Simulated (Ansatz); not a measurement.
in.yaml

```yaml
crystal:
  periodic: [false, false, false]
  atoms:
    - {symbol: B, position_ang: [0.000000, 0.000000, 1.249289]}
    - {symbol: Cl, position_ang: [0.000000, 0.000000, -0.483890]}
    - {symbol: H, position_ang: [0.000000, 1.049651, 1.810265]}
    - {symbol: H, position_ang: [0.000000, -1.049651, 1.810265]}
basis:
  gaussian: {orbitals: cc-pVDZ}
total_charge: 1
magnetization: {spin_polarized: false, initial_magnetization: 1}
correlation: {method: ccsdtq, electrons: outside_noble_gas}
```

```sh
$ ansatz run in.yaml --threads 2 --pin off --events-out ev --progress --plain --max-ram 24576MiB --backend cuda --devices 0, --max-vram 18GiB
```

Question: Roughly how long does this take on 2 threads of AMD EPYC 7R13 with a shared H100 80 GB, shared host, and how much host memory?

Answer: 98 s wall and 0.89 GiB.

```
793 factors; integrals over basis functions are off by at most 1.9e-7 eV
mean field evaluation 1: about -13194.4113 eV, gradient 1.9e1 eV
mean field evaluation 2: about -13194.4524 eV, gradient 1.9e1 eV
mean field evaluation 4: about -13196.3990 eV, gradient 3.8e0 eV
mean field evaluation 8: about -13196.8083 eV, gradient 6.3e-1 eV
mean field evaluation 16: about -13196.8140 eV, gradient 1.0e-6 eV
mean field evaluation 32: about -13195.8330 eV, gradient 5.5e-2 eV
mean field evaluation 64: about -13195.8330 eV, gradient 2.0e-3 eV
mean field evaluation 96: about -13193.9363 eV, gradient 1.5e-2 eV
mean field evaluation 128: about -13193.9363 eV, gradient 6.8e-3 eV
mean field evaluation 160: about -13193.9148 eV, gradient 8.6e-1 eV
mean field -13196.81400537 eV, -484.9739695756 hartree, gradient 1.1e-6 eV, S^2 0.750000; 7 other end points of the search recorded, 0 dependent functions left out
mean field evaluation 192: about -13196.3124 eV, gradient 4.7e0 eV
determinant -13196.81400537 eV, -484.9739695756 hartree, with singles and doubles -13203.23700608 eV, -485.2100104981 hartree
determinant -13195.83300438 eV, -484.9379184541 hartree, with singles and doubles -13201.88782582 eV, -485.1604290379 hartree
determinant -13193.93626589 eV, -484.8682146004 hartree, with singles and doubles -13200.46708516 eV, -485.1082177816 hartree
6 core orbitals not correlated: weight in the atoms' cores, before any rotation towards them, 1.000 or more for the frozen orbitals, at most 0.000 for the correlated occupied ones
reference -13196.81400537 eV, -484.9739695756 hartree; 6, 5 occupied and 30, 31 virtual orbitals, 793 factors
second order -5.33754007 eV of doubles, -0.08971590 eV of singles
cycle   1  -6.07828011 eV  change   -6.5e-1 eV  update   8.1e-2
cycle   2  -6.45501627 eV  change   -3.8e-1 eV  update   3.9e-2
cycle   3  -6.58842087 eV  change   -1.3e-1 eV  update   3.4e-2
cycle   4  -6.62062065 eV  change   -3.2e-2 eV  update   2.2e-2
cycle   5  -6.63777097 eV  change   -1.7e-2 eV  update   1.1e-2
cycle   6  -6.64764446 eV  change   -9.9e-3 eV  update   5.4e-3
cycle   7  -6.64077796 eV  change    6.9e-3 eV  update   1.6e-3
cycle   8  -6.64195928 eV  change   -1.2e-3 eV  update   8.6e-4
cycle   9  -6.64326528 eV  change   -1.3e-3 eV  update   4.2e-4
cycle  10  -6.64253630 eV  change    7.3e-4 eV  update   2.4e-4
cycle  11  -6.64292039 eV  change   -3.8e-4 eV  update   1.4e-4
cycle  12  -6.64290076 eV  change    2.0e-5 eV  update   6.6e-5
cycle  13  -6.64290217 eV  change   -1.4e-6 eV  update   3.6e-5
cycle  14  -6.64291168 eV  change   -9.5e-6 eV  update   1.3e-5
cycle  15  -6.64291302 eV  change   -1.3e-6 eV  update   7.6e-6
cycle  16  -6.64290791 eV  change    5.1e-6 eV  update   4.5e-6
cycle  17  -6.64290777 eV  change    1.4e-7 eV  update   2.0e-6
cycle  18  -6.64290754 eV  change    2.2e-7 eV  update   1.1e-6
Total energy: -13203.45691292 eV, -485.2180919252 hartree
```
